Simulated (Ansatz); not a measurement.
# C₂H₆Si: a ladder of functionals and wavefunction methods

An exercise on one series of results from a longer session: the logs are not shown, and one member is left open.

Computed with Ansatz 0.2.0, Gaussian basis. Level: functionals in def2-TZVPP, the program's frozen cores in correlated methods.

Plan: LDA (SPW92), PBE-D4, revPBE-D4, BLYP-D4, r2SCAN-D4, B97M-V, PBE0-D4, B3LYP-D4, r2SCANh-D4, r2SCAN0-D4, HSE06-D4, BHLYP-D4, CAM-B3LYP-D4, LC-ωPBE, ωB97X-V, ωB97M-V, B2PLYP, PBE-QIDH; CCSD(T)/def2-SVP; CCSD(T)/def2-TZVPP; MP2/def2-QZVPP; extrapolation to the limit; RPA on PBE.

## Structure used throughout

All runs share one geometry, relaxed beforehand with PBE0-D4 in a triple-zeta def2 set.

SMILES `C1C[SiH2]1`, 9 atoms, charge 0, spin multiplicity 1.

Atoms are counted from 1 here; the program's logs count them from 0.

Bond lengths: C1–C2 1.543 Å, C1–Si3 1.847 Å, C1–H4 1.085 Å, C1–H5 1.085 Å, C2–Si3 1.847 Å, C2–H6 1.085 Å, C2–H7 1.085 Å, Si3–H8 1.478 Å, Si3–H9 1.478 Å. Angles: C2–C1–Si3 65.3°, C2–C1–H4 116.3°, C2–C1–H5 116.3°, Si3–C1–H4 119.2°, Si3–C1–H5 119.2°, H4–C1–H5 112.7°, C1–C2–Si3 65.3°, C1–C2–H6 116.3°, C1–C2–H7 116.3°, Si3–C2–H6 119.2°, Si3–C2–H7 119.2°, H6–C2–H7 112.7°, C1–Si3–C2 49.4°, C1–Si3–H8 119.3°, C1–Si3–H9 119.3°, C2–Si3–H8 119.3°, C2–Si3–H9 119.3°, H8–Si3–H9 114.8°.

Set-up of the first run:

Input file in.yaml:

```yaml
crystal:
  periodic: [false, false, false]
  atoms:
    - {symbol: C, position_ang: [-0.245478, -0.166303, -0.915968]}
    - {symbol: C, position_ang: [0.972272, -0.007723, 0.017554]}
    - {symbol: Si, position_ang: [-0.666974, 0.151549, 0.854371]}
    - {symbol: H, position_ang: [-0.408704, -1.155840, -1.329937]}
    - {symbol: H, position_ang: [-0.398047, 0.622216, -1.645474]}
    - {symbol: H, position_ang: [1.567738, -0.898812, 0.186652]}
    - {symbol: H, position_ang: [1.579810, 0.878930, -0.130543]}
    - {symbol: H, position_ang: [-1.148896, 1.490408, 1.254478]}
    - {symbol: H, position_ang: [-1.163219, -0.960823, 1.691768]}
basis:
  gaussian: {orbitals: def2-TZVPP}
hamiltonian: {xc: lda}
output: {orbitals: {seedname: orbitals}}
```

Started as:

```console
> ansatz run in.yaml --threads 2 --pin off --events-out ev --progress --plain --max-ram 4352MiB
```

Steps of the session up to this table: LDA; PBE-D4 (GGA); revPBE-D4 (GGA); BLYP-D4 (GGA); r2SCAN-D4 (meta-GGA); B97M-V (meta-GGA); B3LYP-D4 (hybrid); r2SCANh-D4 (hybrid); r2SCAN0-D4 (hybrid); HSE06-D4 (hybrid); BHLYP-D4 (hybrid); CAM-B3LYP-D4 (range-separated); LC-ωPBE (range-separated); ωB97X-V (range-separated); ωB97M-V (range-separated); B2PLYP (double hybrid); PBE-QIDH (double hybrid).

One table of the session follows, with a row left open; its other results are not shown here.

It belongs to the step «Frontier levels by functional». 

```
  functional  HOMO (eV)  LUMO (eV)  gap (eV)
 LDA (SPW92)      -5.94      -0.67      5.27
      PBE-D4      -5.81      -0.50      5.30
   revPBE-D4      -5.76      -0.43      5.32
     BLYP-D4      -5.66      -0.41      5.25
   r2SCAN-D4      -6.00      -0.17      5.83
      B97M-V      -6.06      -0.36      5.70
     PBE0-D4      -6.92       0.30      7.22
    B3LYP-D4      -6.71       0.07      6.78
  r2SCANh-D4      -6.42       0.11      6.53
  r2SCAN0-D4      -7.05       0.51      7.56
    HSE06-D4      -6.52      -0.07      6.45
    BHLYP-D4      -7.91       1.08      8.99
CAM-B3LYP-D4          ?          ?         ?
     LC-ωPBE      -9.58       2.35     11.93
     ωB97X-V      -9.22       2.23     11.45
     ωB97M-V      -9.09       1.93     11.01
```

**Question.** Estimate the row for CAM-B3LYP-D4.

As computed: HOMO (eV): -8.23; LUMO (eV): 1.23; gap (eV): 9.46. In the column «HOMO (eV)» it lies between ωB97M-V (-9.09) and BHLYP-D4 (-7.91).
